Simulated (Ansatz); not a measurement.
Reaction (atomization): `FC1=CCC=C1` → 5 C• + F• + 5 H•

Computed with Ansatz on PBE0-D4/def2-TZVP structures; ΔE is electronic, products minus reactants. CBS: MP2 limit from def2 TZ/QZ plus the TZ coupled-cluster correction, frozen cores. This one scheme is used for every species, atoms too. DFT in def2-TZVPP. B3LYP here is the variant with VWN-RPA as its local correlation; programs differ in this. No spin–orbit coupling; open shells (•) take unrestricted orbitals. Spin–orbit coupling would lower the free atoms: a little for C, F.

`FC1=CCC=C1`:

Z-matrix (Å, degrees):
```
C
C 1 1.495
C 1 1.492 2 104.2
H 1 1.098 2 111.2 3 -121.0
H 1 1.098 2 111.2 3 121.0
C 2 1.340 1 109.4 3 -0.0
H 2 1.081 1 123.9 3 180.0
C 3 1.337 1 106.9 2 0.0
H 3 1.079 1 125.9 2 180.0
H 6 1.081 2 128.0 1 -180.0
F 8 1.330 3 126.7 1 -180.0
```

| level | ΔE (kcal/mol) | difference from CCSD(T)/CBS |
| --- | --- | --- |
| PBE-D4 | 1235.6 | 49.3 |
| BLYP-D4 | 1191.6 | 5.3 |
| B3LYP-D4 | 1189.3 | 3.0 |
| ωB97M-V | 1193.4 | 7.1 |
| B2PLYP | 1179.7 | -6.6 |
| PBE | 1230.1 | 43.8 |
| revPBE | 1182.6 | -3.7 |
| BLYP | 1179.2 | -7.1 |
| PBE0 | 1204.0 | 17.7 |
| BHLYP | 1142.3 | -44.0 |
| CAM-B3LYP | 1190.1 | 3.8 |
| HF/def2-SVP | 887.7 | -298.6 |
| MP2/def2-QZVPP | 1207.3 | 21.0 |
| SCS-MP2/def2-QZVPP | 1191.7 | 5.4 |
| MP2/CBS(def2) | 1218.9 | 32.6 |
| CCSD/CBS(def2) | 1164.4 | -21.9 |
| CCSD(T)/CBS | 1186.3 | 0 |

Question: What do rigid-rotor, harmonic-oscillator terms from PBE0-D4/def2-TZVP frequencies (298.15 K, 1 bar) make of the CCSD(T)/CBS value? (Best estimate.)

Answer: Ansatz gave: ΔZPE = -53.4 kcal/mol, ΔH = +1145.6 kcal/mol, ΔS = 1227 J/(mol·K), ΔG = +1058.2 kcal/mol. Open shells count their whole term as degenerate.

Largest T1 diagnostic among the species: 0.012.

From r2SCAN to r2SCAN0 (25 % exact exchange), in def2-TZVPP and without D4, ΔE moves by −20.6 kcal/mol: exact exchange takes away binding that semilocal exchange gives to molecules. At CCSD(T), def2-SVP lies −43.1 kcal/mol from the extrapolated value and def2-TZVPP −28.2 kcal/mol: correlation converges slowly with the basis, and small sets miss more of it in the bonded molecule than in its fragments.

For atomizations the MP2-based limit and the directly extrapolated one differ by several kJ/mol either way, and by 10 to 25 for some Ge, Se and Sn compounds, so smaller differences from it don't rank the levels.
